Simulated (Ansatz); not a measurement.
System: trans-1,3-butadiene, C4H6, charge 0, multiplicity 1. 
Geometry from a B3LYP-D3(BJ)/def2-TZVP (Ansatz, a first-principles code) optimisation:
SMILES: C=CC=C
```xyz
10

C      0.5975     1.7431     0.0042
C      0.5995     0.4091     0.0007
C     -0.5995    -0.4091    -0.0007
C     -0.5975    -1.7431    -0.0042
H      1.5168     2.3130     0.0051
H     -0.3292     2.3053     0.0062
H      1.5464    -0.1238    -0.0012
H     -1.5464     0.1238     0.0012
H      0.3292    -2.3053    -0.0062
H     -1.5168    -2.3130    -0.0051
```
Charge 0, spin multiplicity 1.

Property: vertical triplet-singlet gap (E(triplet) - E(singlet); each state is the SCF solution reached for its spin; for the triplet the Hartree-Fock reference is unstable and T1 is 0.018; for the singlet the Hartree-Fock reference is unstable and T1 is 0.011), in kJ/mol. Valence correlation only, unless marked. UHF or UKS for open shells. No spin-orbit coupling. No relativistic terms. 

```csv
level,program,vertical triplet-singlet gap (kJ/mol)
RI-HF/aug-cc-pVTZ,Ansatz,255.5
SVWN5/def2-TZVPD,Ansatz,331.8
PBE/def2-TZVPD,Ansatz,312.4
r2SCAN/def2-TZVPD,Ansatz,293.3
B3LYP/def2-TZVPD,Ansatz,317.0
PBE0/def2-TZVPD,Ansatz,309.8
BHLYP/def2-TZVPD,Ansatz,312.4
CAM-B3LYP/def2-TZVPD,Ansatz,321.9
wB97M-V/def2-TZVPD,Ansatz,339.5
wB97X-V/def2-TZVPD,Ansatz,336.5
B2PLYP/def2-TZVPD,Ansatz,325.8
RI-MP2/aug-cc-pVTZ,Ansatz,391.8
CCSD/aug-cc-pVDZ,Ansatz,331.8
CCSD(T)/aug-cc-pVDZ,Ansatz,333.9
```
